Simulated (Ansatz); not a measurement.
in.yaml

```yaml
crystal:
  periodic: [false, false, false]
  atoms:
    - {symbol: N, position_ang: [-0.071186, -0.000956, 0.000005]}
    - {symbol: H, position_ang: [2.155613, 0.028955, -0.000147]}
    - {symbol: H, position_ang: [-0.595108, 0.878990, -0.002757]}
    - {symbol: H, position_ang: [-0.571284, -0.894657, 0.002837]}
basis:
  gaussian: {orbitals: aug-cc-pVDZ}
total_charge: 1
magnetization: {spin_polarized: true, initial_magnetization: 1}
correlation: {method: bccd, electrons: outside_noble_gas}
accuracy: high
```

```sh
$ ansatz run in.yaml --threads 1 --pin off --events-out ev --progress --plain --max-ram 2393MiB
```

Q: Roughly how long does this take on 1 thread of Arm Neoverse V1, shared host, and how much host memory?

A: 7 s wall and 0.27 GiB.

```
969 factors; integrals over basis functions are off by at most 3.5e-9 eV
mean field evaluation 1: about -1510.1979 eV, gradient 3.1e1 eV
mean field evaluation 2: about -1510.1975 eV, gradient 3.1e1 eV
mean field evaluation 4: about -1515.0920 eV, gradient 2.1e0 eV
mean field evaluation 8: about -1515.0034 eV, gradient 3.4e-1 eV
mean field evaluation 16: about -1516.3932 eV, gradient 8.4e-7 eV
mean field evaluation 32: about -1510.1968 eV, gradient 3.1e1 eV
mean field evaluation 64: about -1515.3641 eV, gradient 7.2e-2 eV
mean field evaluation 96: about -1514.4678 eV, gradient 2.7e-2 eV
mean field evaluation 128: about -1516.3871 eV, gradient 3.9e-1 eV
mean field evaluation 160: about -1515.3618 eV, gradient 2.9e-1 eV
...
cycle  20  -4.07342103 eV  change    1.2e-7 eV  update   6.8e-8
cycle  21  -4.07342090 eV  change    1.3e-7 eV  update   6.8e-8
cycle  22  -4.07342074 eV  change    1.6e-7 eV  update   2.8e-8
cycle  23  -4.07342072 eV  change    2.4e-8 eV  update   8.8e-9
cycle  24  -4.07342071 eV  change   8.0e-10 eV  update   4.9e-9
cycle  25  -4.07342072 eV  change   -1.3e-9 eV  update   2.1e-9
cycle  26  -4.07342071 eV  change    1.7e-9 eV  update   1.0e-9
cycle  27  -4.07342071 eV  change    1.6e-9 eV  update  5.5e-10
cycle  28  -4.07342071 eV  change   1.1e-10 eV  update  2.4e-10
cycle  29  -4.07342071 eV  change  -1.9e-10 eV  update  1.1e-10
Total energy: -1520.46665829 eV, -55.8761190830 hartree
```
